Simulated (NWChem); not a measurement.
**triplet HF at 3 levels**

We compute a comparison of 3 runs (UHF/STO-3G, UHF/3-21G, UCR-CCSD(T)/cc-pVTZ) of triplet HF. 

The results are computed with NWChem 7.3.0.

20 further runs of the same task are left out: 20 set aside as unsound or not needed.

### Step 1. The structure to begin with

The species is HF (2 atoms), meant as a triplet with charge 0. As SMILES of the parent species, `F`. The coordinates come from a PBE0-D4/def2-TZVP relaxation. That shape belongs to the parent species and isn't relaxed for this state.

Bond lengths: F1–H2 0.920 Å.

### Step 2. The energy at UHF/STO-3G (run 1)

Input file fh.nw:

```
START fh
TITLE "FH"
memory 2200 mb
GEOMETRY units au noautosym nocenter noautoz
   F   -0.73699319   0.27325440  -0.37114221
   H    0.73699319  -0.27325440   0.37114221
END
BASIS spherical bse
   * library STO-3G
END
SCF
   triplet
   uhf
   thresh 1e-08
   maxiter 80
   print medium
END
TASK scf energy
```

On the command line:

```
$ nwchem fh.nw > fh.out
```

The log of the run:

```text
[...]
  functions       =     6
[...]
  wavefunction    = UHF
[...]
         Total SCF energy =    -98.165933339229
      One electron energy =   -147.799588295942
      Two electron energy =     44.456702652657
 Nuclear repulsion energy =      5.176952304056
                       Sz =      1.0000
                 Sz(Sz+1) =      2.0000
                      S^2 =      2.0000
[...]
```

It took 0.54 s on 1 thread of AMD EPYC 9R45 (Zen 5), shared host; peak memory 0.099 GiB.

### Step 3. A single-point energy at UHF/3-21G (run 2)

Input file job.nw:

```
start job
memory total 2200 mb

geometry noautosym nocenter noautoz
   F    -0.390000    0.144600   -0.196400
   H     0.390000   -0.144600    0.196400
end

basis spherical bse
   * library 3-21G
end

scf
   triplet
   uhf
   thresh 1e-08
   maxiter 80
end

task scf energy
```

On the command line:

```
$ nwchem job.nw > job.out
```

The log of the run:

```text
[...]
  functions       =    11
[...]
  wavefunction    = UHF
[...]
         Total SCF energy =    -99.122002998462
      One electron energy =   -147.775493128169
      Two electron energy =     43.476537443676
 Nuclear repulsion energy =      5.176952686031
                       Sz =      1.0000
                 Sz(Sz+1) =      2.0000
                      S^2 =      2.0014
[...]
```

Run time: 0.54 s. Hardware: 1 thread of AMD EPYC 9R45 (Zen 5), shared host; peak memory 0.099 GiB.

### Step 4. The energy at UCR-CCSD(T)/cc-pVTZ (run 3)

Input file work.xyz:

```xyz
2
FH cr-ccsd(t)
F     -0.390000     0.144600    -0.196400
H      0.390000    -0.144600     0.196400
```

Input file work.nw:

```
echo
START work
TITLE "FH cr-ccsd(t)"
memory 2200 mb

GEOMETRY units angstroms noautosym nocenter noautoz
  load format xyz work.xyz
END

BASIS spherical bse
  * library cc-pVTZ
END

SCF
  nopen 2
  uhf
  thresh 1e-08
  maxiter 80
  print low
END

TCE
  scf
  cr-ccsd(t)
  freeze core 1
  maxiter 60
END

TASK tce energy
```

On the command line:

```
$ nwchem work.nw > work.out
```

The log of the run:

```text
[...]
  functions       =    44
[...]
  wavefunction    = UHF
[...]
         Total SCF energy =    -99.732939552623
      One electron energy =   -148.101758036557
      Two electron energy =     43.191865797904
 Nuclear repulsion energy =      5.176952686031
                       Sz =      1.0000
                 Sz(Sz+1) =      2.0000
                      S^2 =      2.0041
[...]
         Wavefunction type : Unrestricted Hartree-Fock
          No. of electrons :    10
[...]
         Spin multiplicity : triplet
[...]
 CCSD total energy / hartree       =       -99.956777878031829
[...]
 CR-CCSD[T] total energy / hartree       =       -99.960745965672473
[...]
 CR-CCSD(T) total energy / hartree       =       -99.960644643833632
[...]
```

Run time: 4.2 s. Hardware: 1 thread of AMD EPYC 9R45 (Zen 5), shared host; peak memory 0.22 GiB.

### Step 5. Overview of the runs

| run | level | module | frozen core orbitals | energy (Eh) | dipole moment (D) | HOMO energy (eV) | LUMO energy (eV) | wall time |
| --- | --- | --- | --- | --- | --- | --- | --- | --- |
| 1 | UHF/STO-3G | scf | – | -98.165933 | 1.19 | 0.28 | 6.96 | 0.54 s |
| 2 | UHF/3-21G | scf | – | -99.122003 | 1.77 | -4.78 | -0.04 | 0.54 s |
| 3 | UCR-CCSD(T)/cc-pVTZ | tce | 1 | -99.960645 | – | – | – | 4.2 s |

### Step 6. Outcome

| quantity | value |
| --- | --- |
| run 3: total energy | -99.96064 Eh |
| run 3: correlation energy (1 core orbital frozen) | -227.7 mEh |
| run 3: ⟨S²⟩ of the reference determinant | 2.004 |

In run 1 the basis is minimal, so the values are rough. All runs together took 5.3 s, the longest 4.2 s.
